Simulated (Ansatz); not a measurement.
Relaxation of C$_{2}$H$_{4}$FN (8 atoms, charge 0, multiplicity 1), to a largest force component of 0.015 eV/Å in at most 40 steps.

All numbers below come from RKS PBE0-D4/def2-SVP in Ansatz.

```xyz
8
Properties=species:S:1:pos:R:3
C 0.030 0.898 -0.326
N 0.817 -0.098 0.250
C 0.165 -1.198 0.455
F 0.703 -2.186 0.958
H -0.406 0.628 -1.332
H -0.850 1.224 0.322
H 0.610 1.846 -0.487
H -0.924 -1.191 0.163
```

Question: Where does it end, and by what steps?

Answer: It converged. The force dipped under the threshold on the way, but the program's further checks kept it going. After 21 steps the energy has fallen by 0.583 eV; H8 moved furthest, 0.77 Å.

| step | energy less start (eV) | largest force component (eV/Å) | accepted |
| --- | --- | --- | --- |
| 0 | 0.0000 | 6.637 | yes |
| 1 | -0.3544 | 3.021 | yes |
| 2 | -0.3855 | 1.444 | yes |
| 3 | -0.3236 | 2.445 | no |
| 4 | -0.4807 | 0.363 | yes |
| 5 | -0.4908 | 0.094 | yes |
| 6 | -0.4910 | 0.061 | yes |
| 7 | -0.4911 | 0.008 | yes |
| 8 | -0.4911 | 0.008 | yes |
| 9 | -0.4911 | 0.009 | yes |
| 10 | -0.4917 | 0.080 | yes |
| 11 | -0.4934 | 0.194 | yes |
| 12 | -0.4936 | 0.598 | yes |
| 13 | -0.5557 | 0.248 | yes |
| 14 | -0.5690 | 0.885 | yes |
| 15 | -0.5691 | 0.540 | yes |
| 16 | -0.5707 | 0.470 | yes |
| 17 | -0.5737 | 0.560 | yes |
| 18 | -0.5815 | 0.266 | yes |
| 19 | -0.5828 | 0.030 | yes |
| 20 | -0.5828 | 0.023 | yes |
| 21 | -0.5828 | 0.003 | yes |

```xyz
8
Properties=species:S:1:pos:R:3
C -0.008 0.934 -0.453
N 0.705 -0.273 -0.151
C 0.136 -1.156 0.516
F 0.751 -2.287 0.821
H -0.060 1.067 -1.546
H -1.039 0.974 -0.049
H 0.551 1.799 -0.061
H -0.890 -1.135 0.926
```

The run took 72 s on 1 thread of Intel(R) Xeon(R) Processor @ 2.70GHz, on a shared host, peak memory 0.15 GiB.
